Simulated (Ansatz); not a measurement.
Geometry optimisation, RKS BLYP-D4/6-31G* (Ansatz 0.2.0).

input.yaml

```yaml
crystal:
  periodic: [false, false, false]
  atoms:
    - { symbol: Si, position_ang: [0.0, 0.0, 0.0] }
    - { symbol: Cl, position_ang: [0.0, 0.0, 2.48] }
    - { symbol: H, position_ang: [1.3768, 0.0, -0.4862] }
    - { symbol: H, position_ang: [-0.6877, 1.1914, -0.4862] }
    - { symbol: H, position_ang: [-0.6877, -1.1914, -0.4862] }
    - { symbol: Si, position_ang: [-2.3914, 0.0, 0.7946] }
    - { symbol: H, position_ang: [-3.1794, -0.9102, -0.0313] }
    - { symbol: H, position_ang: [-2.4426, -0.4389, 2.1861] }
    - { symbol: H, position_ang: [-2.9397, 1.3491, 0.69] }
    - { symbol: H, position_ang: [-1.4147, 0.0, 2.0335] }
basis:
  gaussian: { orbitals: "6-31G*" }
hamiltonian:
  xc: blyp
  dispersion: d4
relax:
  f_tol: 0.15
  max_steps: 25
  restrain:
    - { distance: [0, 5], at: 2.22, k: 30.0 }
    - { distance: [9, 1], at: 1.37, k: 30.0 }
    - { distance: [0, 1], at: 3.33, k: 30.0 }
    - { distance: [9, 5], at: 2.66, k: 30.0 }
output:
  orbitals: {}
```

Launched with:

```bash
$ ansatz run input.yaml --threads 1 --pin off --max-ram 2048MiB --backend cpu --events-out ev --progress --plain --runs-dir out
```

**Question.** Where does it end, and by what steps?

**Answer.** It converged. The restraints hold the end off the free minimum. After 15 steps the energy has fallen by 4.395 eV (the restraints' own energy left out); H3 moved furthest, 1.53 Å. Parted: Si6–H10 (1.58 → 2.66 Å).

```csv
step,energy less start (eV),largest force component (eV/Å),accepted
0,0.0000,3.357,yes
1,-0.7433,2.407,yes
2,-0.8755,4.592,yes
3,-1.3085,5.010,yes
4,-2.5098,3.867,yes
5,-3.4603,1.622,yes
6,-3.7524,1.355,yes
7,-4.0020,1.337,yes
8,-4.1369,1.175,yes
9,-4.1994,1.226,yes
10,-4.2534,1.379,yes
11,-4.2934,1.425,yes
12,-4.3628,1.177,yes
13,-4.3932,1.179,yes
14,-4.3837,1.198,no
15,-4.3948,1.154,yes
```

```xyz
10
Properties=species:S:1:pos:R:3
Si -0.444 0.078 -0.324
Cl 0.432 -0.652 2.816
H 0.531 1.065 0.224
H -0.673 0.419 -1.770
H 0.106 -1.309 -0.268
Si -2.477 0.223 0.655
H -3.514 -0.530 -0.120
H -2.505 -0.356 2.050
H -2.922 1.647 0.788
H -0.901 -0.586 2.643
```

The run took 23 s on 1 thread of Intel(R) Xeon(R) 6975P-C (Granite Rapids), on a shared host, peak memory 0.13 GiB.
